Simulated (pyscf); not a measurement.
Structures and frequencies: ωB97X-D3(BJ)/def2-SVP in PySCF.

Q: Estimate by transition-state theory the rate constant of propane (H₃C–CH₂–CH₃) + O atom (O) [triplet] → H₃C–CH•–CH₃ + hydroxyl (OH•) (triplet surface; C–H broken, H–O formed) at 900 K, with ωB97M-D3(BJ)/def2-TZVP energies (ideal gas, 1 atm, RRHO with modes under 100 cm⁻¹ raised to 100, one conformer, R ln 2 for rigid chiral ones; no tunnelling).

A: The electronic barrier is 6.0 kcal/mol and the thermal terms add +15.0, so ΔG‡ = 20.9 kcal/mol. With k_BT/h = 1.88e+13 s⁻¹ and RT = 1.788 kcal/mol, and a volume of 1.23e-19 cm³ per molecule at 1 atm, k = 1.9e-11 cm³ molecule⁻¹ s⁻¹. Wigner's tunnelling factor for 1349i cm⁻¹ would be 1.19. A shift of 1 kcal/mol in the barrier changes k by a factor 1.7. On the product side the descent ends in a complex, 4.7 kcal/mol under the separated species and 10.0 kcal/mol under the saddle at ωB97X-D3(BJ)/def2-TZVP. H₃C–CH•–CH₃ + OH• also meet on a surface of lower spin, which isn't treated here. This is the saddle that the search found; another between the same sides may lie lower. The angle at the transferred H is 177°. Left out: orbital degeneracy and the spin-orbit lowering of O.
